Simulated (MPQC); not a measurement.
# O2F (SMILES [O]OF) at 6 levels

Wanted: a comparison of 6 runs (UHF/3-21G, UHF/def2-SVP, ROPBE0/STO-2G, ROBHLYP/DZ (Dunning), UB3LYP/6-31G*, UPBE0/def2-SVP) of O2F. 

The calculation is run with MPQC 2.3.1.

2 further runs of the same task are left out: 1 that didn't finish, 1 set aside as unsound or not needed.

**1. The structure to begin with**

O2F: 3 atoms, total charge 0, spin state doublet. As SMILES, `[O]OF`. Geometry: relaxed at GFN2-xTB.

Bond lengths: O1–O2 1.194 Å. A long bond or contact: O2–F3 1.563 Å.

**2. Energy and gradient at UHF/3-21G (run 1)**

run.in

```
% emacs should use -*- KeyVal -*- mode
molecule<Molecule>: (
   symmetry = c1
   unit = angstrom
   { atoms geometry } = {
      O  [ 0.949760 -0.292600 0.491570 ]
      O  [ 0.124690 0.486900 0.122000 ]
      F  [ -1.074440 -0.194290 -0.613560 ]
   }
)
basis<GaussianBasisSet>: (
   name = "3-21G"
   molecule = $:molecule
   basisdir = "."
   puream = yes
)
mpqc: (
   checkpoint = no
   savestate = no
   restart = no
   do_energy = yes
   do_gradient = yes
   optimize = no
   mole<UHF>: (
      molecule = $:molecule
      basis = $:basis
      total_charge = 0
      multiplicity = 2
      memory = 1000000000
      print_evals = yes
      print_npa = yes
      maxiter = 120
      value_accuracy = 1e-08
      guess_wavefunction<UHF>: (
         molecule = $:molecule
         total_charge = 0
         multiplicity = 2
         memory = 1000000000
         value_accuracy = 1e-3
         basis<GaussianBasisSet>: (
            name = "3-21G"
            molecule = $:molecule
         )
      )
   )
)
```

The basis set 3-21G is read from a file made from the Basis Set Exchange's data (not shown).

Launch:

```sh
$ mpqc run.in > run.out
```

Standard output:

```text
MPQC: Massively Parallel Quantum Chemistry
[...]
  <S^2>      = 1.398845
  total scf energy = -247.5614941336
[...]
Value of the MolecularEnergy: -247.5614941336
  Gradient of the MolecularEnergy:
      1   -0.0942520055
      2    0.0943979598
      3   -0.0416325157
      4    0.0244234802
      5   -0.1377477440
      6   -0.0016039396
      7    0.0698285253
      8    0.0433497842
      9    0.0432364553
  Function Parameters:
    value_accuracy    = 9.812640e-09 (1.000000e-08) (computed)
[...]
      symmetry = c1
[...]
      nbasis = 27
[...]
    nalpha = 13
    nbeta = 12
[...]
```

Run time: 0.26 s. Hardware: 1 thread of Arm Neoverse V2, shared host.

**3. Energy and forces at UHF/def2-SVP (run 2)**

input.in

```
molecule<Molecule>: (
  symmetry = c1
  unit = angstrom
  { atoms geometry } = {
    O  [ 0.949760    -0.292600     0.491570 ]
    O  [ 0.124690     0.486900     0.122000 ]
    F  [ -1.074440    -0.194290    -0.613560 ]
  }
)
basis<GaussianBasisSet>: (
  name = "def2-SVP"
  molecule = $:molecule
  basisdir = "."
  puream = yes
)
mpqc: (
  checkpoint = no
  savestate = no
  restart = no
  do_energy = yes
  do_gradient = yes
  optimize = no
  mole<UHF>: (
    molecule = $:molecule
    basis = $:basis
    total_charge = 0
    multiplicity = 2
    memory = 1000000000
    print_evals = yes
    print_npa = yes
    maxiter = 120
    value_accuracy = 1e-08
    guess_wavefunction<UHF>: (
      molecule = $:molecule
      total_charge = 0
      multiplicity = 2
      memory = 1000000000
      value_accuracy = 1e-3
      basis<GaussianBasisSet>: (
        name = "STO-2G"
        molecule = $:molecule
      )
    )
  )
)
```

The basis set def2-SVP is read from a file made from the Basis Set Exchange's data (not shown).

Launch:

```sh
$ mpqc -o input.out input.in
```

Standard output:

```text
MPQC: Massively Parallel Quantum Chemistry
[...]
  <S^2>      = 1.140105
  total scf energy = -248.6542910449
[...]
Value of the MolecularEnergy: -248.6542910449
  Gradient of the MolecularEnergy:
      1   -0.0669679716
      2    0.0744164975
      3   -0.0287772969
      4    0.0037221887
      5   -0.1180146841
      6   -0.0108574052
      7    0.0632457829
      8    0.0435981866
      9    0.0396347021
  Function Parameters:
    value_accuracy    = 8.848994e-09 (1.000000e-08) (computed)
[...]
      symmetry = c1
[...]
      nbasis = 42
[...]
    nalpha = 13
    nbeta = 12
[...]
```

It took 0.92 s on 1 thread of Arm Neoverse V2, shared host.

Run 3 isn't shown in full; the table further down has it.

**4. A single-point energy at ROBHLYP/DZ (Dunning) (run 4)**

mol.in

```
% FO2
molecule<Molecule>: (
   symmetry = auto
   unit = angstrom
   { atoms geometry } = {
      O  [ 0.949760      -0.292600       0.491570 ]
      O  [ 0.124690       0.486900       0.122000 ]
      F  [ -1.074440      -0.194290      -0.613560 ]
   }
)
basis<GaussianBasisSet>: (
   name = "DZ (Dunning)"
   molecule = $:molecule
)
mpqc: (
   checkpoint = no
   savestate = no
   restart = no
   do_energy = yes
   do_gradient = no
   optimize = no
   mole<HSOSKS>: (
      molecule = $:molecule
      basis = $:basis
      total_charge = 0
      multiplicity = 2
      memory = 1000000000
      print_evals = yes
      print_npa = yes
      maxiter = 100
      functional<SumDenFunctional>: (
         a0 = 0.5
         coefs = [ 0.5 0.5 1 ]
         funcs: [ <SlaterXFunctional>: () <Becke88XFunctional>: () <LYPCFunctional>: () ]
      )
      integrator<RadialAngularIntegrator>: ( grid = coarse )
      guess_wavefunction<HSOSHF>: (
         molecule = $:molecule
         total_charge = 0
         multiplicity = 2
         memory = 1000000000
         value_accuracy = 1e-3
         basis<GaussianBasisSet>: (
            name = "STO-3G"
            molecule = $:molecule
         )
      )
   )
)
```

Launch:

```sh
$ mpqc -o mol.out mol.in
```

Standard output:

```text
MPQC: Massively Parallel Quantum Chemistry
[...]
  Integrated electron density error = -0.000229018906
  iter     1 energy = -249.5854355183 delta = 2.18585e-01
  Integrated electron density error = 0.000073169967
  iter     2 energy = -249.8746093993 delta = 4.99901e-02
[...]
  Integrated electron density error = 0.000079506400
  iter    15 energy = -249.9222215235 delta = 9.68238e-06
  Integrated electron density error = 0.000079506877
  iter    16 energy = -249.9222215227 delta = 3.38317e-06
  Integrated electron density error = 0.000079506506
  iter    17 energy = -249.9222215241 delta = 3.31142e-06
  Integrated electron density error = 0.000079506449
  iter    18 energy = -249.9222215244 delta = 1.54701e-06
[...]
  LUMO is    11  A' =  -0.095615
  total scf energy = -249.9222215244
Value of the MolecularEnergy: -249.9222215244
[...]
        symmetry = cs
[...]
        nbasis = 30
[...]
```

Run time: 1 s. Hardware: 1 thread of Arm Neoverse V2, shared host.

Run 5 isn't shown in full; the table further down has it.

**5. Energy and gradient at UPBE0/def2-SVP (run 6)**

job.in

```
% FO2
molecule<Molecule>: (
   symmetry = c1
   unit = angstrom
   { atoms geometry } = {
      O  [ 0.949760      -0.292600       0.491570 ]
      O  [ 0.124690       0.486900       0.122000 ]
      F  [ -1.074440      -0.194290      -0.613560 ]
   }
)
basis<GaussianBasisSet>: (
   name = "def2-SVP"
   molecule = $:molecule
   basisdir = "."
   puream = yes
)
mpqc: (
   checkpoint = no
   savestate = no
   restart = no
   do_energy = yes
   do_gradient = yes
   optimize = no
   mole<UKS>: (
      molecule = $:molecule
      basis = $:basis
      total_charge = 0
      multiplicity = 2
      memory = 1000000000
      print_evals = yes
      print_npa = yes
      maxiter = 120
      value_accuracy = 1e-08
      functional<SumDenFunctional>: (
         a0 = 0.25
         coefs = [ 0.75 1 ]
         funcs: [ <PBEXFunctional>: () <PBECFunctional>: () ]
      )
      integrator<RadialAngularIntegrator>: ( grid = xfine )
      guess_wavefunction<UHF>: (
         molecule = $:molecule
         total_charge = 0
         multiplicity = 2
         memory = 1000000000
         value_accuracy = 1e-3
         basis<GaussianBasisSet>: (
            name = "STO-3G"
            molecule = $:molecule
         )
      )
   )
)
```

The basis set def2-SVP is read from a file made from the Basis Set Exchange's data (not shown).

Launch:

```sh
$ mpqc -o job.out job.in
```

Standard output:

```text
MPQC: Massively Parallel Quantum Chemistry
[...]
  Integrated electron density error = 0.000032737145
  iter     1 energy = -249.2694939279 delta = 1.78490e-01
  Integrated electron density error = 0.000014050303
  iter     2 energy = -249.5498905631 delta = 3.35683e-02
[...]
  Integrated electron density error = -0.000000063856
  iter    43 energy = -249.6123227718 delta = 1.67003e-08
  Integrated electron density error = -0.000000063856
  iter    44 energy = -249.6123227718 delta = 1.40362e-08
  Integrated electron density error = -0.000000063856
  iter    45 energy = -249.6123227718 delta = 1.31718e-08
[...]
  <S^2>      = 0.790868
  total scf energy = -249.6123227718
[...]
  Integrated electron density error = -0.000000064046
  Total Gradient:
[...]
Value of the MolecularEnergy: -249.6123227718
  Gradient of the MolecularEnergy:
      1    0.0156082286
      2   -0.0083209646
      3    0.0076942428
      4   -0.0140391205
      5    0.0047916907
      6   -0.0072160854
      7   -0.0015691081
      8    0.0035292738
      9   -0.0004781573
  Unrestricted Kohn-Sham (UKS) Parameters:
    Function Parameters:
[...]
        symmetry = c1
[...]
        nbasis = 42
[...]
      nalpha = 13
      nbeta = 12
[...]
```

Run time: 30 s. Hardware: 1 thread of Arm Neoverse V2, shared host.

**6. The series**

```csv
run,level,starting guess,task,energy (Eh),⟨S²⟩,largest force (eV/Å),wall time
1,UHF/3-21G,3-21G,gradient,-247.561494,1.399,7.194,0.26 s
2,UHF/def2-SVP,STO-2G,gradient,-248.654291,1.140,6.097,0.92 s
3,ROPBE0/STO-2G,STO-3G,energy,-238.998218,–,–,0.8 s
4,ROBHLYP/DZ (Dunning),STO-3G,energy,-249.922222,–,–,1 s
5,UB3LYP/6-31G* (spherical functions),huckel STO-3G,gradient,-250.049703,0.772,1.430,36 s
6,UPBE0/def2-SVP,STO-3G,gradient,-249.612323,0.791,0.992,30 s
```

**7. Summary of results**

| quantity | value |
| --- | --- |
| run 6: total energy | -249.61232 Eh |
| run 6: ⟨S²⟩ | 0.791 |
| run 6: largest force on an atom | 0.992 eV/Å |

**Reading.** Totals of different functionals can't be ranked against each other. In run 3 the basis is minimal, so the values are rough. Spin contamination of the reference: run 1 ⟨S²⟩ = 1.40, run 2 ⟨S²⟩ = 1.14. Where it is this large, the reference is a mixture of spin states, and values that rest on it are in doubt. All runs together took 69 s, the longest 36 s.
